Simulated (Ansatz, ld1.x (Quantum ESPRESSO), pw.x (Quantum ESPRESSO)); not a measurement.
# Rh: one change to the TM potential, in the atom and in the bcc crystal

| Quantity | Value |
| --- | --- |
| Element | rhodium (Rh) |
| Generator | ld1.x (Quantum ESPRESSO) 7.5 |
| Type | norm-conserving Troullier–Martins (Kleinman–Bylander form) |
| Functional | PBEsol |
| Relativity | scalar-relativistic |
| Frozen core | [Kr] |
| Valence charge | 9 |
| Reference configuration | 4d8 5s1 5p0 |
| Partial waves | 5p (bound, empty): rc 2.95 bohr; 4d (bound): rc 2.05 bohr; 5s (bound): rc 2.15 bohr |
| Local potential | the s channel |
| Core correction | none |

Change: all radii scaled by about 0.95 (s 2.04, p 2.80, d 1.94 bohr).

Cutoffs, loose and tight: the cutoffs (Ry, on a coarse ladder) from which the occupation-weighted sum of valence levels, in a spherical-Bessel basis at the reference potential, stays within 10 and 1 mRy of its value at 400 Ry. They do not see the model core or the augmentation charge, which bear on the density cutoff. Test errors are all-electron minus pseudo excitation energies from the reference, over the configurations 4d8 5s0 5p0; 4d7 5s0 5p0; 4d6 5s0 5p0; 4d5 5s0 5p0; 4d8 5s0.5 5p0; 4d8.5 5s0.5 5p0; 4d7 5s2 5p0; variants that change the core or the reference have their own tests.

Crystal test: bcc Rh in pw.x 7.5, no spin, 15³ k-points, Fermi–Dirac smearing 0.01 Ry, cutoffs set for each file from its atomic test. The reference is all-electron LAPW (Ansatz 0.2.0) with the same functional, mesh and smearing; V0 and B0 come from Birch–Murnaghan fits to the pressures at five volumes. Errors are pseudo minus all-electron; Δ is the rms difference of the E(V) curves that follow from these fits, minima aligned, over ±6 % about the mean V0. Mesh and smearing are coarse, so the numbers serve the comparison and aren't converged zero-temperature values; the lattice is a test structure that the element need not adopt.

All-electron: a0 = 3.032 Å (V0 = 13.94 Å³/atom), B0 = 264.3 GPa.

Question: Does the change bring the crystal closer to the all-electron result?

Answer: The mean pressure error goes from +18.07 to +16.87 GPa, a small move against the size of the error. Neither pressure curve crosses zero within the volumes sampled, so no fits are given.

```
                       quantity       base    changed
                 outcome (atom)  generated  generated
           cutoff, loose (atom)      50 Ry      50 Ry
           cutoff, tight (atom)      70 Ry      60 Ry
            bound ghosts (atom)       none       none
largest test error (meV) (atom)      -1155      -1181
           cutoffs in pw.x (Ry)     85/340     75/300
      mean pressure error (GPa)     +18.07     +16.87
```

Base: The largest radius (2.95 bohr) exceeds half the bond length (2.48 bohr), so the spheres overlap, which is one possible source of error among others. This is a poor potential for the solid. Changed file: The largest radius (2.80 bohr) exceeds half the bond length (2.48 bohr), so the spheres overlap, which is one possible source of error among others. This is a poor potential for the solid. The atomic cutoffs weigh occupied waves only.
